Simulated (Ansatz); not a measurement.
# FH₂NSi: basis-set convergence

One table from this session's results is given with a row withheld; the runs are named, their logs left out.

Computed with Ansatz 0.2.0, Gaussian basis. Level: one geometry, several basis sets.

Plan: PBE0-D4/def2-SVP; ωB97M-V/def2-SVP; PBE0-D4/def2-QZVPP; ωB97M-V/def2-QZVPP; the functionals' def2-TZVPP values are taken from earlier runs.

## The geometry

All runs share one geometry, relaxed beforehand with PBE0-D4 in a triple-zeta def2 set.

SMILES `N[Si]F`, 5 atoms, charge 0, spin multiplicity 1.

Atoms are counted from 1 here; the program's logs count them from 0.

Bond lengths: N1–Si2 1.702 Å, N1–H4 1.010 Å, N1–H5 1.008 Å, Si2–F3 1.622 Å. Angles: Si2–N1–H4 125.0°, Si2–N1–H5 122.2°, H4–N1–H5 112.8°, N1–Si2–F3 98.5°.

The first run:

Input file in.yaml:

```yaml
crystal:
  periodic: [false, false, false]
  atoms:
    - {symbol: N, position_ang: [-0.421316, 0.240078, -0.331101]}
    - {symbol: Si, position_ang: [0.136060, -1.133622, 0.505086]}
    - {symbol: F, position_ang: [1.565377, -0.548773, 1.001534]}
    - {symbol: H, position_ang: [0.085433, 1.109563, -0.420886]}
    - {symbol: H, position_ang: [-1.315653, 0.259055, -0.796032]}
basis:
  gaussian: {orbitals: def2-SVP}
hamiltonian: {xc: pbe0, dispersion: d4}
output: {orbitals: {seedname: orbitals}}
```

Steps of the session up to this table: PBE0-D4 in def2-SVP; ωB97M-V in def2-SVP; PBE0-D4 in def2-QZVPP; ωB97M-V in def2-QZVPP.

One of the session's tables, all rows but one given; the rest of the session is left out.

It belongs to the step «Density functionals: the series». 

```
functional       basis  HOMO (eV)
   PBE0-D4    def2-SVP      -7.00
   PBE0-D4  def2-TZVPP      -7.15
   PBE0-D4  def2-QZVPP      -7.21
   ωB97M-V    def2-SVP      -9.13
   ωB97M-V  def2-TZVPP          ?
   ωB97M-V  def2-QZVPP      -9.38
```

Q: Estimate the row for ωB97M-V, def2-TZVPP from the others.

As computed: HOMO (eV): -9.32. In the column «HOMO (eV)» it lies between ωB97M-V, def2-QZVPP (-9.38) and ωB97M-V, def2-SVP (-9.13).
